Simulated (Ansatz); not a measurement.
**Two Ansatz runs on Au**

The structure comes from a relaxation in the same program, started in the fcc type. Whether it is a known phase or the ground state wasn't checked. The listed cell was then made from it by scaling, straining or moving an atom.

First run: DFT, LDA, PAW with Ansatz's default frozen-core files, scalar-relativistic (Ansatz 0.2.0).

Command: `ansatz run input.yaml --threads 1 --pin off --max-ram 2048MiB --backend cpu --events-out ev --progress --plain --runs-dir out` The run took 1.1 s on 1 thread of AMD EPYC 9B45 (Zen 5), with other jobs on the host.

```yaml
crystal:
  lattice:
    - [0.0, 2.0501785562, 2.0501785562]
    - [2.0501785562, 0.0, 2.0501785562]
    - [2.0501785562, 2.0501785562, 0.0]
  atoms:
    - { symbol: Au, position: [0.0, 0.0, 0.0] }
kpoints:
  mp_grid: { grid: [14, 14, 14] }
scf:
  occupations: { method: fermi_dirac, width: 0.03 }
hamiltonian:
  xc: lda
  pseudopotentials: { kind: paw }
output:
  forces: true
  stress: true
  eigenvalues: true
  efg: { contact_densities: true }
```

Result: converged; pressure -6.79 GPa; 6 SCF iterations.

Spin–orbit coupling is left out, though it moves levels of the heavy atoms by tenths of an eV or more.

The input is then changed:

```diff
@@ -10,6 +10,7 @@
 scf:
   occupations: { method: fermi_dirac, width: 0.03 }
+  initial_density: { chi_scale: 0.0 }
 hamiltonian:
-  xc: lda
+  xc: r2scan
   pseudopotentials: { kind: paw }
 output:
```

Task: What does the second run give?

Result: It converged; pressure 2.72 GPa; 7 SCF iterations.
